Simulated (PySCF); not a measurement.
**Simulated absorption spectrum**

Species: C2H3N.
SMILES: `[C-]#[N+]C`

The calculation used TDDFT CAM-B3LYP/aug-cc-pVTZ, vertical, gas phase, core orbitals frozen in the response (PySCF 2.14.0, density-fitted response routines). Isolated species at its PBE0-D3(BJ)/def2-TZVP geometry, gas phase.

Computed states:

```tsv
state	E (eV)	f
S1	7.97	0.0000
S2	8.05	0.095
S3	8.05	0.095
S4	8.13	0.021
S5	8.23	0.0019
S6	8.23	0.0018
S7	8.50	0.0032
S8	8.50	0.0033
S9	9.24	0.158
```

Each state is given a Gaussian of 0.25 eV full width at half maximum, with ε(max) = 2.175×10⁸ f / Δν̃ (Δν̃ the width in cm⁻¹). The width is an assumption, not a result. The curve ends short of the highest state used, and states not computed would add to its high-energy end.

Task: Give the broadened spectrum and its maxima.

Result: 
E (eV), ε (L mol⁻¹ cm⁻¹) and a bar:
```
     7.60          3 
     7.62          6 
     7.64         14 
     7.67         38 
     7.69         74 
     7.72        183 
     7.74        321 
     7.77        700 #
     7.79       1124 ##
     7.81       1744 ##
     7.84       3155 ####
     7.86       4484 ######
     7.89       7113 ##########
     7.91       9261 ############
     7.94      12889 #################
     7.96      15386 #####################
     7.98      17742 ########################
     8.01      20600 ############################
     8.03      21806 #############################
     8.06      22290 ##############################
     8.08      21691 #############################
     8.10      20421 ###########################
     8.13      17551 ########################
     8.15      15245 #####################
     8.18      11646 ################
     8.20       9377 #############
     8.23       6431 #########
     8.25       4846 #######
     8.27       3577 #####
     8.30       2216 ###
     8.32       1612 ##
     8.35       1055 #
     8.37        854 #
     8.40        718 #
     8.42        696 #
     8.44        701 #
     8.47        723 #
     8.49        729 #
     8.52        705 #
     8.54        665 #
     8.56        608 #
     8.59        498 #
     8.61        417 #
     8.64        300
```

Maxima: 154 nm (8.05 eV), ε about 22000, made up of S2 (46%) and S3 (46%); 146 nm (8.49 eV), ε about 730, made up of S7 (48%) and S8 (48%) (hardly more than a shoulder) (ε in L mol⁻¹ cm⁻¹; maxima over ε = 5, shares over 10%).

Task: What would ε be at 8.05 eV, the highest of these maxima, with half the width (0.125 eV)?

Result: About 42400 L mol⁻¹ cm⁻¹ against 22300, a factor of about 1.9; a lone state at its own centre would give exactly 2.

Task: Coming from long wavelengths, where does ε first pass 100 L mol⁻¹ cm⁻¹?

Result: At about 161 nm (7.70 eV), 0.27 eV below S1.

The run took 6.2 s on an AMD EPYC 9R45 with one thread, no GPU, shared host with 96 logical CPUs at a one-minute load of 44, and the process peaked at 0.71 GiB of memory.
